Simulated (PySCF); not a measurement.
Compound: C2H2ClO (charge -1).
SMILES: `[O-]/C=C/Cl`

Method: PBE0-D3(BJ)/def2-TZVP geometry optimisation, gas phase (PySCF).

Masses are those of the commonest isotopes; rigid-rotor values at the optimised geometry. 

(1) What are A, B and C (MHz)?

(2) Classify the top.

(3) What does the inertial defect say?

(4) Where do the levels up to J = 3 lie, in K?

(5) Which types of transition are allowed, and where do some lines up to J = 5 fall?

(6) Estimate the classical rotational partition function at 200 K and 298.15 K.

Results:

(1) Ia = 9.56, Ib = 193.82, Ic = 203.38 u·Å²; 505379 MHz·u·Å²/I gives A = 52873, B = 2607, C = 2485 MHz.

(2) A near-prolate asymmetric top; Ray's κ = -0.995.

(3) Planar: Δ = Ic − Ia − Ib = 0.00 u·Å². For a rigid frame Δ = −2 Σ m c², so it vanishes when all atoms lie in the ab plane; here none is more than 0.01 Å from it.

(4) Above 0(0,0), as E/k:
J = 1: 1(0,1) 0.244, 1(1,1) 2.657, 1(1,0) 2.663
J = 2: 2(0,2) 0.733, 2(1,2) 3.140, 2(1,1) 3.157, 2(2,1) 10.395, 2(2,0) 10.395
J = 3: 3(0,3) 1.466, 3(1,3) 3.864, 3(1,2) 3.899, 3(2,2) 11.128, 3(2,1) 11.128, 3(3,1) 23.204, 3(3,0) 23.204
Those of J = 1 are B + C, A + C and A + B.

(5) The dipole components (about the centre of mass, as the species is charged) are |μa| = 4.17 D, |μb| = 0.15 D, |μc| = 0.00 D; the mirror of this Cs structure is the ab plane, so μc vanishes by symmetry and there are no c-type lines. Intensities carry the squares of the components, which stand as 1.00 : 0.00 (a : b). Some lines, for components of 0.1 D or more:

```tsv
type	branch	J(Ka,Kc)	MHz	lower level (cm⁻¹)
a	Q	5(1,4) ← 5(1,5)	1838	4.196
a	R	2(1,2) ← 1(1,1)	10062	1.847
a	R	4(3,2) ← 3(3,1)	20370	16.128
b	Q	4(1,3) ← 4(0,4)	50943	1.699
b	R	2(1,2) ← 1(0,1)	60328	0.170
b	Q	3(2,2) ← 3(1,3)	151350	2.686
b	R	2(2,0) ← 1(1,1)	161228	1.847
b	R	4(2,3) ← 3(1,2)	170984	2.710
b	R	3(3,0) ← 2(2,1)	266914	7.225
b	R	5(3,2) ← 4(2,3)	277100	8.414
b	Q	5(4,2) ← 5(3,3)	352290	17.657
b	Q	5(5,0) ← 5(4,1)	452945	29.408
b	R	5(5,1) ← 4(4,0)	478408	28.558
```

(6) Point group Cs, symmetry number σ = 1; q = (√π/σ)·√((kT/h)³/(ABC)), k/h = 20836.6 MHz/K: 25800 at 200 K, 46900 at 298.15 K.

Whether it is a minimum is left open (no frequencies). Isolated species at its PBE0-D3(BJ)/def2-TZVP geometry, gas phase. No vibrational averaging or centrifugal distortion is included, and the geometry carries the error of its method. Quadrupole hyperfine structure (35Cl) is left out.
